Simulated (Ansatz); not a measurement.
Reaction: H4GeO (SMILES [GeH3][OH]) → GeH3 (SMILES [GeH3], doublet) + HO (SMILES [OH], doublet) (the Ge-O bond breaks)
Each species at its own B3LYP-D3(BJ)/def2-TZVP minimum (Ansatz, a first-principles code).

Total energies in hartree (Ansatz). Open shells are spin-unrestricted; no spin-orbit coupling. Cores are frozen in correlated methods (noble-gas shells, and filled d and f shells in the p block). No relativity.

```tsv
species	HF/cc-pVTZ	CCSD(T)/cc-pVTZ	HF/cc-pVQZ	CCSD(T)/cc-pVQZ	CCSDT(Q)/cc-pVTZ
1: H4GeO (SMILES [OH][GeH3])	-2152.63990	-2153.05097	-2152.65110	-2153.08858	-2153.05207
2: GeH3 (SMILES [GeH3], doublet)	-2077.10825	-2077.24865	-2077.11207	-2077.25871	-2077.24943
3: HO (SMILES [OH], doublet)	-75.41896	-75.63769	-75.42557	-75.66159	-75.63817
```

**Question.** Work out the bond dissociation energy (electronic) in kcal/mol: take Hartree-Fock from cc-pVQZ, extrapolate the CCSD(T) correlation energy as X^-3 (X = 3, 4), and add CCSDT(Q) - CCSD(T) in cc-pVTZ. 1 hartree = 627.51 kcal/mol.

**Answer.** 
Species 1: correlation (64·(-0.43748) - 27·(-0.41107))/37 = -0.45675; step -0.00110; E1 = -2152.65110 + (-0.45675) + (-0.00110) = -2153.10895
Species 2: correlation (64·(-0.14664) - 27·(-0.14040))/37 = -0.15119; step -0.00078; E2 = -2077.11207 + (-0.15119) + (-0.00078) = -2077.26404
Species 3: correlation (64·(-0.23602) - 27·(-0.21873))/37 = -0.24864; step -0.00048; E3 = -75.42557 + (-0.24864) + (-0.00048) = -75.67469
-1·E1 +1·E2 +1·E3 = 0.17022 hartree = 106.8 kcal/mol.
